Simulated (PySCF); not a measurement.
CHF2CN: 4 charge schemes on one density

CHF2CN, C2HF2N.
Structure used (GFN2-xTB), in Å, numbered top down from 1:
```
atom  x, y, z in Å
N1     2.1529   -0.0188   -0.0180
C2     1.0137    0.0058   -0.0113
C3    -0.4516    0.0542   -0.0015
F4    -0.9589   -0.5884   -1.0754
F5    -0.9433   -0.5510    1.1010
H6    -0.8098    1.1001   -0.0164
```

Density: PBE0/pcSseg-1 (PySCF); schemes: Mulliken, IAO, Hirshfeld and ESP-fitted. Geometry: GFN2-xTB; no solvent, vibrations or thermal averaging.

Do the Mulliken, IAO, Hirshfeld and ESP-fitted schemes agree on where the charge is highest?

The schemes don't all agree: Mulliken C3 (+0.594); IAO C3 (+0.432); Hirshfeld C3 (+0.184); ESP-fitted C2 (+0.315).

At which atom do the 4 schemes differ most?

At C3: from +0.184 (Hirshfeld) to +0.594 e (Mulliken), 0.410 e apart.

Do the Mulliken, IAO, Hirshfeld and ESP-fitted schemes agree on where the charge is lowest?

The schemes don't all agree: Mulliken F4 and F5 (-0.274); IAO F4 and F5 (-0.275); Hirshfeld N1 (-0.165); ESP-fitted N1 (-0.373).

What partial charge does each atom carry?

In e:

```
atom              environment  Mulliken     IAO  Hirshfeld  ESP-fitted
  N1         nitrile nitrogen    -0.207  -0.167     -0.165      -0.373
  C2           nitrile carbon    +0.019  +0.106     +0.076      +0.315
  C3              CHF2 carbon    +0.594  +0.432     +0.184      +0.302
  F4  fluorine of a CF2 group    -0.274  -0.275     -0.085      -0.174
  F5  fluorine of a CF2 group    -0.274  -0.275     -0.085      -0.173
  H6         methine hydrogen    +0.142  +0.178     +0.075      +0.105
```

Mean size of the charges over all atoms: Mulliken 0.251 e, ESP-fitted 0.240 e, IAO 0.239 e, Hirshfeld 0.112 e. Each set sums to the total charge, 0, to within 0.001 e. The Mulliken scheme counts on each atom the diagonal of the density matrix times the overlap matrix over that atom's basis functions. The Hirshfeld scheme weights the molecular density at each point by an atom's share of the summed free-atom densities.

How many electrons does the Mulliken scheme count on N1?

Z − q = 7 − (-0.207) = 7.207.

Sum the charges by element, for elements with more than one atom.

```json
{"element": "C", "atoms": "2", "Mulliken": "+0.613", "IAO": "+0.539", "Hirshfeld": "+0.260", "ESP-fitted": "+0.616"}
{"element": "F", "atoms": "2", "Mulliken": "-0.547", "IAO": "-0.550", "Hirshfeld": "-0.169", "ESP-fitted": "-0.348"}
```

How closely do the schemes follow one another over all atoms?

Correlation coefficient and root-mean-square difference: Mulliken with IAO 0.97, 0.078 e; Hirshfeld with ESP-fitted 0.96, 0.148 e; IAO with Hirshfeld 0.93, 0.156 e; Mulliken with Hirshfeld 0.91, 0.204 e; IAO with ESP-fitted 0.84, 0.146 e; Mulliken with ESP-fitted 0.78, 0.192 e.
